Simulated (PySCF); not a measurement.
An unknown is described by computed data only.

Formula: CH3P.

| Item | Value |
| --- | --- |
| UV, strongest line | among the 10 lowest singlet transitions: S2 at 5.72 eV (217 nm, f = 0.212) [TDDFT CAM-B3LYP/aug-cc-pVTZ] |
| UV, first state | lowest singlet excitation: 4.70 eV (264 nm, f = 0.010) [TDDFT CAM-B3LYP/aug-cc-pVTZ] |
| Polarisability | 41.5 au [CAM-B3LYP/aug-cc-pVTZ] |
| NMR, other nuclei | isotropic shieldings of nuclei other than C and H, by class: 43 (1 P) ppm [GIAO PBE0/pcSseg-2] |
| Triplet | lowest triplet excitation (Tamm–Dancoff): 2.91 eV [TDA CAM-B3LYP/aug-cc-pVTZ] |
| Rotational structure | rotational constants A, B, C: 139.054, 16.641, 14.863 GHz [PBE0-D3(BJ)/def2-TZVP] |
| Dipole | 0.90 D [CAM-B3LYP/aug-cc-pVTZ] |
| 1H NMR | chemical shifts (computed TMS as zero) by class: 9.04 (1 H), 8.78 (1 H), 6.94 (1 H) ppm [GIAO PBE0/pcSseg-2] |
| 13C NMR | chemical shifts (computed TMS as zero) by class: 197.9 (1 C) ppm [GIAO PBE0/pcSseg-2] |

The electronic properties come from PySCF, for the isolated species, density fitting. Levels stand in brackets. Isolated species at its PBE0-D3(BJ)/def2-TZVP geometry, gas phase. Each NMR value is the plain mean over a class of atoms that symmetry, rotation or inversion makes alike.

Question: Give a SMILES that accounts for the data.

Answer: The one carbon: carbon bonded to P and 2 H (197.9 ppm). Hydrogen classes from least to most shielded: 1 H on a carbon bonded to P and 2 H (9.04 ppm), 1 H on a carbon bonded to P and 2 H (8.78 ppm), 1 H on a phosphorus bonded to C and H (6.94 ppm). The other shieldings belong to: 43 ppm, phosphorus bonded to C and H. S1 is mainly HOMO−1→LUMO (weight 0.98); the largest Löwdin shares of the orbital it empties are 0.61 on the phosphorus bonded to C and H, 0.19 on the carbon bonded to P and 2 H and 0.15 on the P–H hydrogen, of the orbital it fills 0.49 on the phosphorus bonded to C and H, 0.33 on the carbon bonded to P and 2 H, 0.08 on the P–H hydrogen and 0.05 on a hydrogen on carbon. The optimised geometry has point group Cs and is an asymmetric top. Structure: CH2PH (`C=P`).
